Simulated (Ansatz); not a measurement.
Two shapes of doublet C₂H₃N(+).

Shape 1:

```xyz
6

C     0.6468    0.6279    0.7525
C    -0.1583   -0.1635   -0.1842
N    -0.7838   -0.7742   -0.9052
H     0.9836    1.5436    0.2698
H     0.0481    0.8839    1.6249
H     1.5143    0.0527    1.0706
```

Shape 2:

```xyz
6

C    -0.6850   -0.8370    0.4587
C     0.1623    0.1983   -0.1087
N     0.8368    1.0224   -0.5604
H    -0.9477   -0.5876    1.4968
H    -1.6116   -0.9333   -0.1252
H    -0.1619   -1.8040    0.4507
```

Basis set: def2-SVP (spherical functions). Charge 1, multiplicity 2.

Computed with Ansatz (development build ahead of 0.2.0); each method stands on the lowest determinant of its kind that the runs found.

Question: Which shape is lower in energy, and by how much in each method?

Answer:

```tsv
method	E(2) − E(1) (eV)
ROHF	-0.142
UHF	-0.143
PBE0 (unrestricted)	-0.228
```

Shape 2 is lower. Caution for UHF, PBE0 (unrestricted): the determinant breaks the point group.
